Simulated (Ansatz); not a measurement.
# Worked example: HB–CH$_{2}$⁺, doublet against HB–CH₂, triplet

Geometry (PBE0/def2-TZVP stationary point of a triplet), kept for both states (HB–CH2, triplet: A''; HB–CH2⁺, doublet: A''):

```xyz
5

B     0.0000   -0.1667    0.8218
C     0.0000    0.0690   -0.6707
H     0.0000    0.6438    1.6981
H     0.0000    1.0623   -1.1234
H     0.0000   -0.7400   -1.3974
```

Basis cc-pVDZ; Ansatz 0.2.0. Only valence electrons are correlated (noble-gas cores frozen). Prefix R: restricted or restricted open-shell reference; prefix U: unrestricted.

Full CI isn't at hand for all of this; UCCSDT(Q) serves as the reference, and is uncertain by about the last step of the cluster series.

```tsv
level	E(HB–CH2, triplet) (hartree)	E(HB–CH2⁺, doublet) (hartree)
UHF	-64.193126	-63.907806
UMP2	-64.368625	-64.075595
UCCSD(T)	-64.405906	-64.112149
PBE	-64.503055	-64.205226
B3LYP	-64.616912	-64.317791
UCCSDT(Q)	-64.406939	-64.113284
```

Question: Give the vertical gap, HB–CH2⁺ doublet less HB–CH2 triplet, at each level in eV (1 hartree = 27.2114 eV), and each error against UCCSDT(Q).

Answer: UCCSDT(Q): (-64.113284 − (-64.406939)) × 27.2114 = 7.991 eV (the reference)
B3LYP: (-64.317791 − (-64.616912)) × 27.2114 = 8.140 eV, error 0.149 eV
PBE: (-64.205226 − (-64.503055)) × 27.2114 = 8.104 eV, error 0.113 eV
UCCSD(T): (-64.112149 − (-64.405906)) × 27.2114 = 7.994 eV, error 0.003 eV
UMP2: (-64.075595 − (-64.368625)) × 27.2114 = 7.974 eV, error -0.017 eV
UHF: (-63.907806 − (-64.193126)) × 27.2114 = 7.764 eV, error -0.227 eV

Total energies of functionals can't be set beside those of wave-function methods, since they hold the core's correlation and their own absolute errors; only the differences compare.

In so small a basis the reference is far from its limit while semilocal and hybrid functionals are nearer theirs, so the functionals' errors here hold much of the reference's basis and frozen-core error, which can add to them or hide them.

Each level lands on the state that its own search finds. T1 diagnostics of restricted CCSD: 0.015 and 0.016.
